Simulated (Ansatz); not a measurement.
**SO2 (sulfur dioxide): from total energies to a heat of formation**

SO2 has 3 atoms, charge 0, and is taken as a singlet. SMILES: `O=S=O`. Geometry: relaxed at PBE0-D4/def2-TZVP.

```xyz
3

O    -0.9744    0.6459   -0.4595
S     0.2695    0.3574    0.1868
O     0.7049   -1.0033    0.2727
```

Total energies at PBE/def2-TZVPP (Ansatz 0.2.0); the atoms run unrestricted:

```
species    state  energy (Eh)
    SO2  singlet  -548.400573
      O  triplet   -75.009671
      S  triplet  -397.938368
```

Harmonic wavenumbers at PBE0-D4/def2-TZVP, in cm⁻¹: 532, 1217, 1420.

Measured heats of formation of the gaseous atoms at 298.15 K, in kJ/mol: O 249.2, S 277.0. Spin-orbit lowering of the atoms at 298 K (mean of the ground term's levels less their thermal mean, from spectra), in kJ/mol: O 0.40, S 1.88. Take 1 Eh = 2625.50 kJ/mol, 1 cm⁻¹ = 0.0119627 kJ/mol, RT = 2.479 kJ/mol.

Task: Work out the heat of formation of the gas at 298 K.

Result: 
1. Electronic atomisation energy: 2 × (-75.009671) + (-397.938368) − (-548.400573) = 0.442863 Eh = 1162.7 kJ/mol.
2. Zero-point energy: half the sum of the wavenumbers, 1584.5 cm⁻¹ = 19.0 kJ/mol.
3. Thermal vibrational enthalpy, Σ hcν̃/(exp(hcν̃/kT) − 1): 0.6 kJ/mol. Translation, rotation and pV of a non-linear molecule: 4 RT = 9.9 kJ/mol.
4. The 3 free atoms carry 5/2 RT each: 18.6 kJ/mol.
5. Spin-orbit coupling lowers the free atoms by 2 × 0.40 + 1.88 = 2.7 kJ/mol.
6. Atomisation enthalpy at 298 K: 1162.7 − 2.7 − 19.0 − 0.6 − 9.9 + 18.6 = 1149.1 kJ/mol.
7. Sum of the atoms' heats of formation: 775.4 kJ/mol. Heat of formation: 775.4 − 1149.1 = -373.7 kJ/mol.

The tabulated value is -296.8 kJ/mol (NIST-JANAF tables), so this level is off by -76.9 kJ/mol, or 7.2 % of the atomisation enthalpy that the table implies (1072.3 kJ/mol). Gradient-corrected functionals often overbind somewhat. Anharmonicity and any spin-orbit splitting of the molecule are left out.
